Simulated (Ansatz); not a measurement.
System: solid bromine. Method: G0W0@PBEsol in Ansatz (hard PAW, contour deformation, complete-basis limit).

Settings: largest k mesh 6×6×2 (not extrapolated in the mesh).

Cell (measured lattice):

```yaml
crystal:
  lattice:
    - [3.37150, 2.33425, 0.00000]
    - [-3.37150, 2.33425, 0.00000]
    - [0.00000, 0.00000, 8.70020]
  atoms:
    - { symbol: Br, position: [0.87458, 0.87458, 0.88285] }
    - { symbol: Br, position: [0.62542, 0.62542, 0.38285] }
    - { symbol: Br, position: [0.37458, 0.37458, 0.61715] }
    - { symbol: Br, position: [0.12542, 0.12542, 0.11715] }
```

Give the computed band gap.


* **band gap**: 3.02 eV (indirect)

Note: cell and atoms aren't relaxed at this level; the gap holds a correction of +0.00 eV to the complete basis.

Spin–orbit coupling is not included.

The computed numbers hold no vibrational or temperature effects.

Cost on a shared machine: very roughly 8 core-hours.

Ansatz is a quantum-chemistry and plane-wave program.
